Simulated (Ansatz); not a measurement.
## Structure relaxation of Ta

Theory: Ansatz 0.2.0, DFT r2SCAN, scalar-relativistic, plane waves, PAW. Cutoff 500 eV, Γ-centred k mesh, Gaussian smearing, no spin polarisation in the final step.

The start puts Ta on the diamond structure type (Fd-3m, No. 227), at a guessed volume.

```
Ta
1.0
     0.00000    2.76427    2.76427
     2.76427    0.00000    2.76427
     2.76427    2.76427    0.00000
Ta
2
Direct
  0.50000 0.50000 0.50000
  0.75000 0.75000 0.75000
```

Cell and atoms relax at zero pressure; the relaxation can't lower the symmetry of the start. After a coarse first stage the cell is made exact in the group found at 0.06 Å.

Energies count from the standard state of Ta at the same level.

(1) Describe the relaxed structure.

(2) What are its volume, energy, density and gap?

Results:

(1) It keeps Fd-3m (No. 227). The result has the diamond structure. Conventional cell: a = 6.056 Å. Ta has 4 Ta at 2.62 Å.

```xyz
2
Lattice="0.0000 3.0281 3.0281 3.0281 0.0000 3.0281 3.0281 3.0281 0.0000" Properties=species:S:1:pos:R:3 pbc="T T T"
Ta    3.0281    3.0281    3.0281
Ta    4.5422    4.5422    4.5422
```

(2) The volume per atom is 27.77 Å³, the density is 10.82 g/cm³ and the energy over the standard structure is 3.13 eV/atom. The gap on the 16×16×16 mesh is 0 eV (a metal).

The final run used a 16×16×16 mesh on its 2-atom cell and 0.10 eV smearing. For metals, differences of a few meV/atom aren't resolved. Spin–orbit coupling is left out. Symmetry constrained the relaxation, so the result can be a saddle point. The steps took about 100 core-seconds in all.

This diamond-type form isn't the element's structure at ambient conditions.